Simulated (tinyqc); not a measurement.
MP2 on RHF in the sto-3g basis, for H2O, spin multiplicity 1, step by step (part 1 of 2). Computed by tinyqc, a small Python program that keeps every step (integrals from PySCF). Settings: charge = 0, multiplicity = 1, basis = sto-3g, method = RHF, energy threshold = 1e-10, iteration cap = 58, orthogonalisation = symmetric, start = atomic densities, DIIS depth = 6. Command: `OMP_NUM_THREADS=1 python tinyqc.py 28310 28311 out.jsonl` (the two numbers bound the seeds that draw the settings). One thread of a shared host (Intel(R) Xeon(R) Processor @ 2.60GHz), about 0.1 s of CPU time with the checks. Later iterations appear only in the table of the cycle.

## One-electron integrals

Geometry (angstrom):
```
atom        x         y        z
O     0.00000   0.00000  0.00000
H     0.00000   0.70000  0.55900
H     0.00000  -0.70000  0.55900
```

Basis sto-3g: exponents (1/bohr^2) and contraction coefficients of normalised primitives:
```
element  l (shell)   exponent  coefficient
O            s (1)  130.70932      0.15433
O            s (1)   23.80886      0.53533
O            s (1)    6.44361      0.44463
O            s (2)    5.03315     -0.09997
O            s (2)    1.16960      0.39951
O            s (2)    0.38039      0.70012
O            p (3)    5.03315      0.15592
O            p (3)    1.16960      0.60768
O            p (3)    0.38039      0.39196
H            s (1)    3.42525      0.15433
H            s (1)    0.62391      0.53533
H            s (1)    0.16886      0.44463
```

Overlap, kinetic and nuclear-attraction integrals over the contracted functions; the nuclear repulsion is the sum of Za Zb / Rab.

nuclear repulsion = 9.8295490 hartree

overlap S:
```
          1O 1s    1O 2s   1O 2px    1O 2py   1O 2pz    2H 1s     3H 1s
1O 1s   1.00000  0.23670  0.00000   0.00000  0.00000  0.06239   0.06239
1O 2s   0.23670  1.00000  0.00000   0.00000  0.00000  0.51590   0.51590
1O 2px  0.00000  0.00000  1.00000   0.00000  0.00000  0.00000   0.00000
1O 2py  0.00000  0.00000  0.00000   1.00000  0.00000  0.32337  -0.32337
1O 2pz  0.00000  0.00000  0.00000   0.00000  1.00000  0.25824   0.25824
2H 1s   0.06239  0.51590  0.00000   0.32337  0.25824  1.00000   0.29570
3H 1s   0.06239  0.51590  0.00000  -0.32337  0.25824  0.29570   1.00000
```

kinetic energy T (hartree):
```
           1O 1s     1O 2s   1O 2px    1O 2py   1O 2pz    2H 1s     3H 1s
1O 1s   29.00320  -0.16801  0.00000   0.00000  0.00000  0.00263   0.00263
1O 2s   -0.16801   0.80813  0.00000   0.00000  0.00000  0.16024   0.16024
1O 2px   0.00000   0.00000  2.52873   0.00000  0.00000  0.00000   0.00000
1O 2py   0.00000   0.00000  0.00000   2.52873  0.00000  0.26070  -0.26070
1O 2pz   0.00000   0.00000  0.00000   0.00000  2.52873  0.20819   0.20819
2H 1s    0.00263   0.16024  0.00000   0.26070  0.20819  0.76003   0.01975
3H 1s    0.00263   0.16024  0.00000  -0.26070  0.20819  0.01975   0.76003
```

nuclear attraction V (hartree):
```
            1O 1s      1O 2s     1O 2px     1O 2py     1O 2pz     2H 1s     3H 1s
1O 1s   -61.79990   -7.46273    0.00000    0.00000   -0.02212  -2.02923  -2.02923
1O 2s    -7.46273  -10.21050    0.00000    0.00000   -0.25338  -4.31502  -4.31502
1O 2px    0.00000    0.00000  -10.04136    0.00000    0.00000   0.00000   0.00000
1O 2py    0.00000    0.00000    0.00000  -10.21743    0.00000  -2.41357   2.41357
1O 2pz   -0.02212   -0.25338    0.00000    0.00000  -10.15364  -2.01827  -2.01827
2H 1s    -2.02923   -4.31502    0.00000   -2.41357   -2.01827  -6.10946  -1.97389
3H 1s    -2.02923   -4.31502    0.00000    2.41357   -2.01827  -1.97389  -6.10946
```

core Hamiltonian H = T + V (hartree):
```
            1O 1s     1O 2s    1O 2px    1O 2py    1O 2pz     2H 1s     3H 1s
1O 1s   -32.79670  -7.63074   0.00000   0.00000  -0.02212  -2.02660  -2.02660
1O 2s    -7.63074  -9.40237   0.00000   0.00000  -0.25338  -4.15478  -4.15478
1O 2px    0.00000   0.00000  -7.51263   0.00000   0.00000   0.00000   0.00000
1O 2py    0.00000   0.00000   0.00000  -7.68870   0.00000  -2.15287   2.15287
1O 2pz   -0.02212  -0.25338   0.00000   0.00000  -7.62491  -1.81008  -1.81008
2H 1s    -2.02660  -4.15478   0.00000  -2.15287  -1.81008  -5.34943  -1.95415
3H 1s    -2.02660  -4.15478   0.00000   2.15287  -1.81008  -1.95415  -5.34943
```

## Two-electron integrals

Functions are numbered as in S; the eight-fold symmetry (ij|kl) = (ji|kl) = (kl|ij) leaves the list below.

Two-electron integrals (ij|kl) in chemists' order, unique and non-zero (hartree):
```
(11|11) 4.78507    (21|11) 0.74138    (21|21) 0.13687    (22|11) 1.11895
(22|21) 0.25663    (22|22) 0.81721    (31|31) 0.02448    (32|31) 0.03781
(32|32) 0.18052    (33|11) 1.11581    (33|21) 0.25668    (33|22) 0.81702
(33|33) 0.88016    (41|41) 0.02448    (42|41) 0.03781    (42|42) 0.18052
(43|43) 0.04744    (44|11) 1.11581    (44|21) 0.25668    (44|22) 0.81702
(44|33) 0.78527    (44|44) 0.88016    (51|51) 0.02448    (52|51) 0.03781
(52|52) 0.18052    (53|53) 0.04744    (54|54) 0.04744    (55|11) 1.11581
(55|21) 0.25668    (55|22) 0.81702    (55|33) 0.78527    (55|44) 0.78527
(55|55) 0.88016    (61|11) 0.19896    (61|21) 0.03638    (61|22) 0.06765
(61|33) 0.06753    (61|41) 0.00129    (61|42) 0.00241    (61|44) 0.06776
(61|51) 0.00103    (61|52) 0.00192    (61|54) 0.00019    (61|55) 0.06767
(61|61) 0.00979    (62|11) 0.44803    (62|21) 0.10388    (62|22) 0.36208
(62|33) 0.35625    (62|41) 0.00602    (62|42) 0.04453    (62|44) 0.36673
(62|51) 0.00481    (62|52) 0.03556    (62|54) 0.00836    (62|55) 0.36293
(62|61) 0.02807    (62|62) 0.19284    (63|31) 0.01130    (63|32) 0.06419
(63|43) 0.00943    (63|53) 0.00753    (63|63) 0.02867    (64|11) 0.23975
(64|21) 0.05636    (64|22) 0.20987    (64|33) 0.20019    (64|41) 0.01419
(64|42) 0.08894    (64|44) 0.22513    (64|51) 0.00231    (64|52) 0.01976
(64|54) 0.01239    (64|55) 0.20407    (64|61) 0.01595    (64|62) 0.13579
(64|64) 0.12330    (65|11) 0.19146    (65|21) 0.04500    (65|22) 0.16760
(65|33) 0.15986    (65|41) 0.00231    (65|42) 0.01976    (65|44) 0.16472
(65|51) 0.01314    (65|52) 0.07997    (65|54) 0.01331    (65|55) 0.17802
(65|61) 0.01274    (65|62) 0.10844    (65|64) 0.07557    (65|65) 0.08902
(66|11) 0.56239    (66|21) 0.13251    (66|22) 0.52583    (66|33) 0.50441
(66|41) 0.01064    (66|42) 0.10550    (66|44) 0.54327    (66|51) 0.00850
(66|52) 0.08425    (66|54) 0.03103    (66|55) 0.52919    (66|61) 0.03619
(66|62) 0.34061    (66|64) 0.27431    (66|65) 0.21906    (66|66) 0.77461
(71|11) 0.19896    (71|21) 0.03638    (71|22) 0.06765    (71|33) 0.06753
(71|41) -0.00129   (71|42) -0.00241   (71|44) 0.06776    (71|51) 0.00103
(71|52) 0.00192    (71|54) -0.00019   (71|55) 0.06767    (71|61) 0.00965
(71|62) 0.02723    (71|64) 0.01404    (71|65) 0.01236    (71|66) 0.03464
(71|71) 0.00979    (72|11) 0.44803    (72|21) 0.10388    (72|22) 0.36208
(72|33) 0.35625    (72|41) -0.00602   (72|42) -0.04453   (72|44) 0.36673
(72|51) 0.00481    (72|52) 0.03556    (72|54) -0.00836   (72|55) 0.36293
(72|61) 0.02723    (72|62) 0.16038    (72|64) 0.07702    (72|65) 0.08781
(72|66) 0.23774    (72|71) 0.02807    (72|72) 0.19284    (73|31) 0.01130
(73|32) 0.06419    (73|43) -0.00943   (73|53) 0.00753    (73|63) 0.02319
(73|73) 0.02867    (74|11) -0.23975   (74|21) -0.05636   (74|22) -0.20987
(74|33) -0.20019   (74|41) 0.01419    (74|42) 0.08894    (74|44) -0.22513
(74|51) -0.00231   (74|52) -0.01976   (74|54) 0.01239    (74|55) -0.20407
(74|61) -0.01404   (74|62) -0.07702   (74|64) -0.01409   (74|65) -0.04111
(74|66) -0.09841   (74|71) -0.01595   (74|72) -0.13579   (74|74) 0.12330
(75|11) 0.19146    (75|21) 0.04500    (75|22) 0.16760    (75|33) 0.15986
(75|41) -0.00231   (75|42) -0.01976   (75|44) 0.16472    (75|51) 0.01314
(75|52) 0.07997    (75|54) -0.01331   (75|55) 0.17802    (75|61) 0.01236
(75|62) 0.08781    (75|64) 0.04111    (75|65) 0.07053    (75|66) 0.14346
(75|71) 0.01274    (75|72) 0.10844    (75|74) -0.07557   (75|75) 0.08902
(76|11) 0.19597    (76|21) 0.04582    (76|22) 0.17213    (76|33) 0.16823
(76|44) 0.17146    (76|51) 0.00340    (76|52) 0.02935    (76|55) 0.17652
(76|61) 0.01227    (76|62) 0.09065    (76|64) 0.05468    (76|65) 0.05731
(76|66) 0.16319    (76|71) 0.01227    (76|72) 0.09065    (76|74) -0.05468
(76|75) 0.05731    (76|76) 0.05077    (77|11) 0.56239    (77|21) 0.13251
(77|22) 0.52583    (77|33) 0.50441    (77|41) -0.01064   (77|42) -0.10550
(77|44) 0.54327    (77|51) 0.00850    (77|52) 0.08425    (77|54) -0.03103
(77|55) 0.52919    (77|61) 0.03464    (77|62) 0.23774    (77|64) 0.09841
(77|65) 0.14346    (77|66) 0.36756    (77|71) 0.03619    (77|72) 0.34061
(77|74) -0.27431   (77|75) 0.21906    (77|76) 0.16319    (77|77) 0.77461
```

## Orthogonalisation

S = U s U^T; symmetric (Loewdin) form X = U s^(-1/2) U^T, so that X^T S X = 1.

eigenvalues of S: 0.30161  0.37153  0.88464  1.00000  1.09108  1.33278  2.01837

X:
```
           1O 1s     1O 2s   1O 2px    1O 2py    1O 2pz     2H 1s     3H 1s
1O 1s    1.02444  -0.14673  0.00000   0.00000  -0.01175   0.02310   0.02310
1O 2s   -0.14673   1.30279  0.00000   0.00000   0.13791  -0.33695  -0.33695
1O 2px   0.00000   0.00000  1.00000   0.00000   0.00000   0.00000   0.00000
1O 2py   0.00000   0.00000  0.00000   1.13430   0.00000  -0.26052   0.26052
1O 2pz  -0.01175   0.13791  0.00000   0.00000   1.06772  -0.16597  -0.16597
2H 1s    0.02310  -0.33695  0.00000  -0.26052  -0.16597   1.26143  -0.11109
3H 1s    0.02310  -0.33695  0.00000   0.26052  -0.16597  -0.11109   1.26143
```

## Starting guess

The start is atomic minimal-basis densities projected into this basis (PySCF's MINAO start) and scaled to the electron count of each spin; this density is not idempotent, so its energy is not variational and may lie below the converged one.

D at the start:
```
           1O 1s     1O 2s   1O 2px    1O 2py    1O 2pz     2H 1s     3H 1s
1O 1s    2.14307  -0.48437  0.00000   0.00000   0.01936  -0.01784  -0.01784
1O 2s   -0.48437   2.07568  0.00000   0.00000  -0.10207   0.03186   0.03186
1O 2px   0.00000   0.00000  1.30843   0.00000   0.00000   0.00000   0.00000
1O 2py   0.00000   0.00000  0.00000   1.14627   0.00000   0.11847  -0.11847
1O 2pz   0.01936  -0.10207  0.00000   0.00000   1.22633   0.05225   0.05225
2H 1s   -0.01784   0.03186  0.00000   0.11847   0.05225   1.00563   0.08414
3H 1s   -0.01784   0.03186  0.00000  -0.11847   0.05225   0.08414   1.00563
```

## Iteration 1: building the Fock matrix

J_ij = sum D_kl (ij|kl), K_ij = sum D_kl (ik|jl); F = H + J - 0.5 K; E = tr D H + tr D J / 2 - 0.25 tr D K + E_nn.

Coulomb J (hartree):
```
           1O 1s    1O 2s   1O 2px    1O 2py   1O 2pz    2H 1s     3H 1s
1O 1s   17.32707  3.25476  0.00000   0.00000  0.01528  0.86607   0.86607
1O 2s    3.25476  8.11545  0.00000   0.00000  0.16948  3.62390   3.62390
1O 2px   0.00000  0.00000  8.06491   0.00000  0.00000  0.00000   0.00000
1O 2py   0.00000  0.00000  0.00000   8.14237  0.00000  2.10239  -2.10239
1O 2pz   0.01528  0.16948  0.00000   0.00000  8.11483  1.74520   1.74520
2H 1s    0.86607  3.62390  0.00000   2.10239  1.74520  5.41971   1.74548
3H 1s    0.86607  3.62390  0.00000  -2.10239  1.74520  1.74548   5.41971
```

exchange K (hartree):
```
          1O 1s    1O 2s   1O 2px    1O 2py   1O 2pz    2H 1s     3H 1s
1O 1s   9.92334  1.70979  0.00000   0.00000  0.02488  0.50286   0.50286
1O 2s   1.70979  2.88756  0.00000   0.00000  0.20086  1.53690   1.53690
1O 2px  0.00000  0.00000  1.72970   0.00000  0.00000  0.00000   0.00000
1O 2py  0.00000  0.00000  0.00000   1.88491  0.00000  0.66096  -0.66096
1O 2pz  0.02488  0.20086  0.00000   0.00000  1.83003  0.62848   0.62848
2H 1s   0.50286  1.53690  0.00000   0.66096  0.62848  1.62459   0.80372
3H 1s   0.50286  1.53690  0.00000  -0.66096  0.62848  0.80372   1.62459
```

Fock matrix F (hartree):
```
            1O 1s     1O 2s    1O 2px    1O 2py    1O 2pz     2H 1s     3H 1s
1O 1s   -20.43130  -5.23088   0.00000   0.00000  -0.01928  -1.41196  -1.41196
1O 2s    -5.23088  -2.73070   0.00000   0.00000  -0.18433  -1.29933  -1.29933
1O 2px    0.00000   0.00000  -0.31257   0.00000   0.00000   0.00000   0.00000
1O 2py    0.00000   0.00000   0.00000  -0.48878   0.00000  -0.38096   0.38096
1O 2pz   -0.01928  -0.18433   0.00000   0.00000  -0.42510  -0.37911  -0.37911
2H 1s    -1.41196  -1.29933   0.00000  -0.38096  -0.37911  -0.74202  -0.61053
3H 1s    -1.41196  -1.29933   0.00000   0.38096  -0.37911  -0.61053  -0.74202
```

total energy of this density = -75.6623464 hartree

This density is the starting one; it is not idempotent, so its energy is not variational and may lie below the converged one.

## Iteration 1: diagonalisation and new density

Diagonalise F' = X^T F X, C = X C', fill 5 alpha and 5 beta electrons from the bottom; D = 2 C_occ C_occ^T. Each column has its largest component positive (the first on a tie).

F' = X^T F X (hartree):
```
           1         2         3         4         5         6         7
1  -20.04575  -2.70296   0.00000   0.00000  -0.03383  -0.25183  -0.25183
2   -2.70296  -1.38266   0.00000   0.00000   0.08219  -0.65074  -0.65074
3    0.00000   0.00000  -0.31257   0.00000   0.00000   0.00000   0.00000
4    0.00000   0.00000   0.00000  -0.19642   0.00000  -0.45336   0.45336
5   -0.03383   0.08219   0.00000   0.00000  -0.27407  -0.30943  -0.30943
6   -0.25183  -0.65074   0.00000  -0.45336  -0.30943   0.02581  -0.20502
7   -0.25183  -0.65074   0.00000   0.45336  -0.30943  -0.20502   0.02581
```

orbital energies (hartree): MO1 -20.44087, MO2 -1.56058, MO3 -0.65860, MO4 -0.45863, MO5 -0.31257, MO6 0.57838, MO7 0.69301

coefficients C:
```
             MO1       MO2       MO3       MO4      MO5       MO6       MO7
1O 1s    0.99383  -0.23605   0.00000   0.09150  0.00000  -0.14289   0.00000
1O 2s    0.02799   0.83535   0.00000  -0.47806  0.00000   1.01870   0.00000
1O 2px   0.00000   0.00000   0.00000   0.00000  1.00000   0.00000   0.00000
1O 2py   0.00000   0.00000   0.70471   0.00000  0.00000   0.00000   0.96216
1O 2pz   0.00399   0.12535   0.00000   0.82685  0.00000   0.71753   0.00000
2H 1s   -0.00567   0.14870   0.35619   0.21883  0.00000  -0.85629  -0.93963
3H 1s   -0.00567   0.14870  -0.35619   0.21883  0.00000  -0.85629   0.93963
```

D after iteration 1:
```
           1O 1s     1O 2s   1O 2px    1O 2py    1O 2pz     2H 1s     3H 1s
1O 1s    2.10359  -0.42621  0.00000   0.00000   0.10007  -0.04143  -0.04143
1O 2s   -0.42621   1.85426  0.00000   0.00000  -0.58094   0.03888   0.03888
1O 2px   0.00000   0.00000  2.00000   0.00000   0.00000   0.00000   0.00000
1O 2py   0.00000   0.00000  0.00000   0.99322   0.00000   0.50202  -0.50202
1O 2pz   0.10007  -0.58094  0.00000   0.00000   1.39883   0.39911   0.39911
2H 1s   -0.04143   0.03888  0.00000   0.50202   0.39911   0.39380  -0.11369
3H 1s   -0.04143   0.03888  0.00000  -0.50202   0.39911  -0.11369   0.39380
```

## Iteration 8 (converged): orbitals

converged F (hartree):
```
            1O 1s     1O 2s    1O 2px    1O 2py    1O 2pz     2H 1s     3H 1s
1O 1s   -20.22907  -5.16436   0.00000   0.00000  -0.03148  -1.38022  -1.38022
1O 2s    -5.16436  -2.47042   0.00000   0.00000  -0.15893  -1.13761  -1.13761
1O 2px    0.00000   0.00000  -0.39801   0.00000   0.00000   0.00000   0.00000
1O 2py    0.00000   0.00000   0.00000  -0.36585   0.00000  -0.40562   0.40562
1O 2pz   -0.03148  -0.15893   0.00000   0.00000  -0.39512  -0.39627  -0.39627
2H 1s    -1.38022  -1.13761   0.00000  -0.40562  -0.39627  -0.67087  -0.48563
3H 1s    -1.38022  -1.13761   0.00000   0.40562  -0.39627  -0.48563  -0.67087
```

As before.

F' = X^T F X (hartree):
```
           1         2         3         4         5         6         7
1  -19.84648  -2.69529   0.00000   0.00000  -0.05409  -0.24131  -0.24131
2   -2.69529  -1.18178   0.00000   0.00000   0.12098  -0.57548  -0.57548
3    0.00000   0.00000  -0.39801   0.00000   0.00000   0.00000   0.00000
4    0.00000   0.00000   0.00000  -0.01641   0.00000  -0.51221   0.51221
5   -0.05409   0.12098   0.00000   0.00000  -0.21894  -0.35284  -0.35284
6   -0.24131  -0.57548   0.00000  -0.51221  -0.35284   0.04612  -0.13540
7   -0.24131  -0.57548   0.00000   0.51221  -0.35284  -0.13540   0.04612
```

orbital energies (hartree): MO1 -20.23817, MO2 -1.30544, MO3 -0.64854, MO4 -0.46485, MO5 -0.39801, MO6 0.67198, MO7 0.81366

coefficients C:
```
             MO1       MO2       MO3       MO4      MO5       MO6       MO7
1O 1s    0.99398  -0.23049   0.00000   0.10716  0.00000  -0.14005   0.00000
1O 2s    0.02798   0.81108   0.00000  -0.55976  0.00000   0.99646   0.00000
1O 2px   0.00000   0.00000   0.00000   0.00000  1.00000   0.00000   0.00000
1O 2py   0.00000   0.00000   0.61239   0.00000  0.00000   0.00000   1.02340
1O 2pz   0.00506   0.15459   0.00000   0.78541  0.00000   0.75728   0.00000
2H 1s   -0.00670   0.16121   0.44184   0.25407  0.00000  -0.84420  -0.90253
3H 1s   -0.00670   0.16121  -0.44184   0.25407  0.00000  -0.84420   0.90253
```

D after iteration 8:
```
           1O 1s     1O 2s   1O 2px    1O 2py    1O 2pz     2H 1s     3H 1s
1O 1s    2.10520  -0.43823  0.00000   0.00000   0.10713  -0.03318  -0.03318
1O 2s   -0.43823   1.94392  0.00000   0.00000  -0.62823  -0.02331  -0.02331
1O 2px   0.00000   0.00000  2.00000   0.00000   0.00000   0.00000   0.00000
1O 2py   0.00000   0.00000  0.00000   0.75005   0.00000   0.54115  -0.54115
1O 2pz   0.10713  -0.62823  0.00000   0.00000   1.28158   0.44887   0.44887
2H 1s   -0.03318  -0.02331  0.00000   0.54115   0.44887   0.57161  -0.20927
3H 1s   -0.03318  -0.02331  0.00000  -0.54115   0.44887  -0.20927   0.57161
```

## Convergence

Stop when the energy changes by less than 1e-10 hartree and every element of the error matrix X^T (F D S - S D F) X is below 3e-06.

Course of the cycle:
```
iteration  E (hartree)     change  largest element of the error matrix
1          -75.6623464          -                             1.54e+00
2          -74.9132186   7.49e-01                             1.82e-01
3          -74.9425765  -2.94e-02                             1.85e-02
4          -74.9429157  -3.39e-04                             3.83e-03
5          -74.9429354  -1.98e-05                             8.88e-05
6          -74.9429355  -1.96e-08                             9.99e-06
7          -74.9429355  -1.61e-10                             5.39e-07
8          -74.9429355  -4.83e-13                             6.71e-11
```

PySCF RHF in the same basis = -74.9429355 hartree

Converged in 8 iterations.

## Populations, bond orders and dipole

Mulliken: Z minus the diagonal of D S on the atom; Loewdin: the same with S^(1/2) D S^(1/2); Mayer order: 2 sum_s sum (D(s) S)_ij (D(s) S)_ji over the two atoms.

Charges (e):
```
atom  Mulliken   Loewdin
1O    -0.42692  -0.28731
2H     0.21346   0.14365
3H     0.21346   0.14365
```

Mayer bond orders:
```
pair    order
2-1   0.94157
3-1   0.94157
3-2   0.01286
```

dipole moment about the origin, x y z (debye): 0.00000  0.00000  1.81725
